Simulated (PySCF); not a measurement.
phenanthrene radical anion: computed EPR parameters against published values

The experiment to reproduce: a(1H H18/H21) -3.6 G [1]; a(1H H16/H23) -2.88 G [1]; a(1H H19/H20) -4.32 G [1]. Sources and the comparison follow the method.

Phenanthrene radical anion, C14H10 (charge -1 and doublet state).
Geometry (PBE0-D3(BJ)/def2-SVP, Å), atoms numbered from 1 in this order:
```xyz
24
C14H10 angstrom
C      3.577   -0.128    0.118
C      2.960   -1.387    0.105
C      1.559   -1.450    0.060
C      0.750   -0.309    0.027
C      1.387    0.989    0.041
C      2.818    1.026    0.087
C      0.607    2.157    0.009
C     -0.797    2.095   -0.037
C     -1.470    0.862   -0.052
C     -2.899    0.772   -0.099
C     -3.554   -0.444   -0.113
C     -2.827   -1.644   -0.083
C     -1.427   -1.582   -0.037
C     -0.721   -0.375   -0.021
H      4.670   -0.055    0.154
H      3.553   -2.305    0.130
H      1.087   -2.435    0.050
H      3.306    2.006    0.097
H      1.116    3.126    0.020
H     -1.390    3.015   -0.061
H     -3.471    1.706   -0.122
H     -4.649   -0.469   -0.149
H     -3.338   -2.611   -0.094
H     -0.870   -2.522   -0.014
```

As a line formula: `c1ccc2c(c1)ccc1ccccc12` (phenanthrene radical anion) [SMILES of the parent framework; charge -1 and doublet state].

Method used: UKS B3LYP, IGLO-III on C, pcH-1 on H, non-relativistic, mean-field spin-orbit, GIAO in PySCF. Whether the extra electron is bound in the gas phase wasn't checked; a finite basis holds it in any case. The geometry's basis has no diffuse functions, a weakness for an anion. No stability test was run, so a lower SCF solution isn't excluded. No frequencies were computed at this geometry's level, so the symmetric structure isn't shown to be a minimum.

| nucleus | computed a_iso (MHz) | published | in MHz | difference of magnitudes (MHz) | source |
| --- | --- | --- | --- | --- | --- |
| 1H H18/H21 | -10.2 | -3.6 G | -10.1 | +0.1 | [1] |
| 1H H16/H23 | -13.2 | -2.88 G | -8.1 | +5.1 | [1] |
| 1H H19/H20 | -14.9 | -4.32 G | -12.1 | +2.8 | [1] |

Values published in field units are turned into MHz with the computed g_iso.

Sources: [1] measured, solution or matrix (EPR); Pople, Beveridge, Approximate Molecular Orbital Theory, McGraw-Hill 1970 (compilation of measured values).

In relative terms the largest miss is 1H H16/H23, by 63 %. The measured numbers hold vibrational averaging and, outside the gas phase, effects of the matrix or solvent; the computed ones belong to one rigid, isolated geometry and carry the errors of functional and basis. An EPR spectrum gives magnitudes, so published signs often rest on theory.

The Mulliken spin populations are largest on C12 (+0.20), C2 (+0.20), C7 (+0.19) and C8 (+0.19). Six atoms exceed +0.15. The positive populations add up to 1.24 and the negative ones to -0.24, together 2S = 1.

⟨S²⟩ = 0.7619 against the exact 0.7500, so spin contamination is small.

The run took 6.4 min wall on one thread, x86-64 server, on a shared host.
